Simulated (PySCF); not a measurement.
**PySCF run on PF⁺**

Input:

```python
from pyscf import gto, scf

mol = gto.M(
    atom='P 0 0 0; F 0 0 1.442',
    basis='sbkjc',
    ecp={'P': 'sbkjc', 'F': 'sbkjc'},
    charge=1,
    spin=1,
    verbose=4,
)
mf = scf.UHF(mol)
mf.kernel()
mf.stability(internal=True, external=True)
mf.dip_moment()
print('orbital energies (hartree):', [e[max(0, n-3):n+3].round(4) for e, n in zip(mf.mo_energy, mol.nelec)])
```

```bash
$ python input.py
```

The log (some set-up lines and the per-cycle HOMO/LUMO lines with their warnings removed):

```
PySCF version 2.14.0

[INPUT] verbose = 4
[INPUT] num. atoms = 2
[INPUT] num. electrons = 11
[INPUT] charge = 1
[INPUT] spin (= nelec alpha-beta = 2S) = 1
[INPUT] symmetry False subgroup None
[INPUT] Mole.unit = angstrom
[INPUT] Symbol           X                Y                Z      unit          X                Y                Z       unit  Magmom
[INPUT]  1 P      0.000000000000   0.000000000000   0.000000000000 AA    0.000000000000   0.000000000000   0.000000000000 Bohr   0.0
[INPUT]  2 F      0.000000000000   0.000000000000   1.442000000000 AA    0.000000000000   0.000000000000   2.724985071623 Bohr   0.0

nuclear repulsion = 12.8441070611651
number of shells = 8
number of NR pGTOs = 32
number of NR cGTOs = 16
basis = sbkjc
ecp = {'P': 'sbkjc', 'F': 'sbkjc'}

******** <class 'pyscf.scf.uhf.UHF'> ********
method = UHF
initial guess = minao
damping factor = 0
level_shift factor = 0
DIIS = <class 'pyscf.scf.diis.CDIIS'>
diis_start_cycle = 1
diis_space = 8
diis_damp = 0
SCF conv_tol = 1e-09
SCF conv_tol_grad = None
SCF max_cycles = 50
direct_scf = True
direct_scf_tol = 1e-13
number electrons alpha = 6  beta = 5
Set gradient conv threshold to 3.16228e-05
init E= -28.6929562975848

cycle= 1 E= -29.2323823339565  delta_E= -0.539  |g|= 1.06  |ddm|= 2.27
cycle= 2 E= -29.5307556378063  delta_E= -0.298  |g|=  0.7  |ddm|= 1.19
cycle= 3 E= -29.7363176074525  delta_E= -0.206  |g|= 0.0511  |ddm|= 0.52
cycle= 4 E= -29.7401445701027  delta_E= -0.00383  |g|= 0.0147  |ddm|= 0.132
cycle= 5 E= -29.7405816811508  delta_E= -0.000437  |g|= 0.00427  |ddm|= 0.0488
cycle= 6 E= -29.7406112324665  delta_E= -2.96e-05  |g|= 0.00139  |ddm|= 0.0094
cycle= 7 E= -29.7406150572188  delta_E= -3.82e-06  |g|= 0.000497  |ddm|= 0.00356
cycle= 8 E= -29.7406156668391  delta_E= -6.1e-07  |g|= 0.000181  |ddm|= 0.00131
cycle= 9 E= -29.7406157645866  delta_E= -9.77e-08  |g|= 4.05e-05  |ddm|= 0.000674
cycle= 10 E= -29.7406157679986  delta_E= -3.41e-09  |g|= 9.76e-06  |ddm|= 0.000134
cycle= 11 E= -29.7406157681781  delta_E= -1.8e-10  |g|= 2.25e-06  |ddm|= 2.78e-05
Extra cycle  E= -29.7406157681856  delta_E= -7.43e-12  |g|= 1.35e-06  |ddm|= 3.81e-06
converged SCF energy = -29.7406157681856  <S^2> = 0.75360335  2S+1 = 2.0036001
uhf_internal: lowest eigs of H = [3.22427047e-06 1.86132496e-01 4.59060859e-01]
<class 'pyscf.scf.uhf.UHF'> wavefunction is stable in the internal stability analysis
uhf_real2complex: lowest eigs of H = [0.00077815 0.22065486 0.24138445]
<class 'pyscf.scf.uhf.UHF'> wavefunction is stable in the real -> complex stability analysis
uhf_external: lowest eigs of H = [4.56204031e-05 4.07087504e-03 8.02414810e-02]
<class 'pyscf.scf.uhf.UHF'> wavefunction is stable in the UHF/UKS -> GHF/GKS stability analysis

WARN: System has nonzero charge 1; the dipole moment is origin-dependent.
Location of origin: [0. 0. 0.]

Dipole moment(X, Y, Z, Debye): -0.00000, -0.00000, -0.47891
orbital energies (hartree): [array([-1.0376, -0.934 , -0.7074, -0.3413, -0.1475,  0.052 ]), array([-1.038 , -1.026 , -0.8783, -0.3148, -0.269 , -0.1279])]
```

In short: E(SCF) = -29.740616 Eh, 11 cycles, ⟨S²⟩ = 0.754, internal stable; real -> complex stable; UHF/UKS -> GHF/GKS stable.

Wall time 0.88 s on one thread of a shared host.

The bond length is a typed value, not an optimised one. The dipole of an ion depends on the origin. No search for the lowest solution was made.
